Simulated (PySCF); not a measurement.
## Gas-phase thermal properties of AlH3.NH3

Computed with PySCF (xtb for GFN2) and rigid-rotor harmonic-oscillator thermochemistry at 1 bar. 6-31G* has spherical d functions here. All species are closed-shell singlets. B3LYP is the form with VWN-RPA correlation. Adducts (AlH3.NH3) have no counterpoise correction, and HF, PBE, BLYP, B3LYP and PBE0 lack dispersion. AlH3.NH3: computed as isolated molecules; such fragments, hydroxides, amides, oligomers or adducts are transient or little studied in the gas. The harmonic model lacks anharmonicity and excited electronic states, which grow with temperature; levels with a mode under 35 cm⁻¹ are left out.

```tsv
level	point group	σ	ZPE (kJ/mol)	S°298 (J/mol/K)	Cp298 (J/mol/K)	S°1000 (J/mol/K)	H1000 − H298 (kJ/mol)
B3LYP/6-31G*	C3v	3	155.2	270.3	76.6	399.6	79.4
GFN2-xTB	C3v	3	140.6	280.6	84.7	418.0	83.8
HF/6-31G*	C3v	3	164.7	269.1	73.8	394.7	77.2
PBE/def2-SVP	C3v	3	149.7	271.0	78.5	403.2	81.0
PBE0/def2-TZVP	C3v	3	154.5	270.1	77.0	400.2	79.8
```
σ: rotational symmetry number. Electronic degeneracy used: 1. Frequencies are unscaled.
